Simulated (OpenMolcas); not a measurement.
# C2H3FO (acetyl fluoride) at RGE2/def2-TZVPD (RICD fitting)

Aim: the vertical electron affinity of C2H3FO (acetyl fluoride) at RGE2/def2-TZVPD (RICD fitting), from 2 runs. 

Program for the calculation: OpenMolcas 26.06.

## Step 1: The structure to begin with

C2H3FO: 7 atoms, total charge 0, spin state singlet. As SMILES, `CC(=O)F`. The shape is that of a GFN2-xTB optimisation.

Bond lengths: C1–C2 1.485 Å, C2–O3 1.178 Å, C2–F4 1.369 Å, C1–H5 1.085 Å, C1–H6 1.089 Å, C1–H7 1.089 Å. Angles: C1–C2–O3 130.8°, C1–C2–F4 110.2°, O3–C2–F4 119.0°, C2–C1–H5 110.1°, C2–C1–H6 109.3°, C2–C1–H7 109.1°, H5–C1–H6 110.5°, H5–C1–H7 110.2°, H6–C1–H7 107.7°.

## Step 2: The energy at RGE2/def2-TZVPD (RICD fitting)

Input file job.input:

```
&gateway
  baslib
  $CurrDir
  coord
  7
  angstrom
  C        0.487480       0.014070       0.446580
  C       -0.696460      -0.034420      -0.448050
  O       -1.843570      -0.137060      -0.201820
  F       -0.304710       0.066810      -1.755740
  H        0.179210      -0.110540       1.479800
  H        1.186800      -0.769790       0.161010
  H        0.991240       0.970930       0.318210
  basis
  def2-TZVPD
  group
  NoSym
  ricd

&seward

&scf
  ksdft
  RGE2
  prorbitals
  1 1
```

The basis set def2-TZVPD is read from a file made from the Basis Set Exchange's data (not shown).

Started as:

```
$ export MOLCAS_MEM=1860
$ pymolcas job.input > job.log
```

The program printed:

```text
--- Start Module: gateway ---
[...]
--- Stop Module: gateway /rc=_RC_ALL_IS_WELL_ ---
--- Start Module: seward ---
[...]
      Basis functions          181
--- Stop Module: seward /rc=_RC_ALL_IS_WELL_ ---
[...]
--- Start Module: scf ---
[...]
       Convergence after  16 Iterations
[...]
::    Total KS-DFT energy                            -252.2511816481
[...]
      Total spin, S                                     0.0000000000
[...]
      Total electronic charge=   32.000000
      Total            charge=   -0.000000
[...]
      Dipole Moment (debye):
      Origin of the operator (angstrom)=   -0.5710   -0.0173   -0.5584
                   X=  2.5552E+00               Y=  1.3471E-01               Z=  1.4250E+00           Total=  2.9288E+00
      Quadrupole Moment (debye*angstrom):
[...]
--- Stop Module: scf /rc=_RC_ALL_IS_WELL_ ---
[...]
```

Wall time 24 s (1 thread of Arm Neoverse V1, shared host); peak memory 0.29 GiB.

## Step 3: The doublet anion at the same level

Input file job.inp:

```
* C2H3FO Kohn-Sham DFT
>>> EXPORT MOLCAS_PRINT=2

&GATEWAY
  BASLIB = $CurrDir
  COORD
  7
  angstrom
  C        0.487480       0.014070       0.446580
  C       -0.696460      -0.034420      -0.448050
  O       -1.843570      -0.137060      -0.201820
  F       -0.304710       0.066810      -1.755740
  H        0.179210      -0.110540       1.479800
  H        1.186800      -0.769790       0.161010
  H        0.991240       0.970930       0.318210
  BASIS = def2-TZVPD
  GROUP = NoSym
  RICD

&SEWARD

&SCF
  UHF
  CHARGE = -1
  SPIN = 2
  KSDFT = RGE2
  PRORBITALS = 1 1
```

The basis set def2-TZVPD is read from a file made from the Basis Set Exchange's data (not shown).

Started as:

```
$ export MOLCAS_MEM=1860
$ pymolcas job.inp > job.log
```

The program printed:

```text
--- Start Module: gateway ---
[...]
--- Stop Module: gateway /rc=_RC_ALL_IS_WELL_ ---
--- Start Module: seward ---
[...]
      Basis functions          181
--- Stop Module: seward /rc=_RC_ALL_IS_WELL_ ---
[...]
--- Start Module: scf ---
[...]
       Convergence after  30 Iterations
[...]
::    Total KS-DFT energy                            -252.2117409649
[...]
      Total spin, S                                     0.5000606201
[...]
      Total electronic charge=   33.000000
      Total            charge=   -1.000000
[...]
      Dipole Moment (debye):
      Origin of the operator (angstrom)=   -0.5710   -0.0173   -0.5584
                   X= -1.3376E+00               Y= -6.0008E-01               Z= -2.5119E+00           Total=  2.9084E+00
      Center of Charge (angstrom)
[...]
--- Stop Module: scf /rc=_RC_ALL_IS_WELL_ ---
[...]
```

Wall time 61 s (1 thread of Arm Neoverse V1, shared host); peak memory 0.3 GiB.

## Step 4: Results

Level: RGE2/def2-TZVPD (RICD fitting).

```
                                         quantity          value
                     singlet C2H3FO: total energy  -252.25118 Eh
                    singlet C2H3FO: dipole moment         2.93 D
                      singlet C2H3FO: HOMO energy       -7.29 eV
                      singlet C2H3FO: LUMO energy       -1.60 eV
                    singlet C2H3FO: HOMO–LUMO gap        5.69 eV
                      doublet anion: total energy  -252.21174 Eh
doublet anion: HOMO energy (highest over α and β)        2.56 eV
 doublet anion: LUMO energy (lowest over α and β)        2.70 eV
                              doublet anion: ⟨S²⟩          0.750
vertical electron affinity (to the doublet anion)      -1.073 eV
```

The anion lies 1.07 eV (25 kcal/mol) above the neutral: the electron isn't bound at this level, and such a value depends on the basis. Mulliken charges (singlet C2H3FO) run from -0.38 on C1 to +0.35 on C2; in a basis this large or diffuse they mean little. The HOMO (doublet anion) lies at positive energy, 2.56 eV, as semi-local functionals often give for anions; only total energies tell whether the electron is bound.
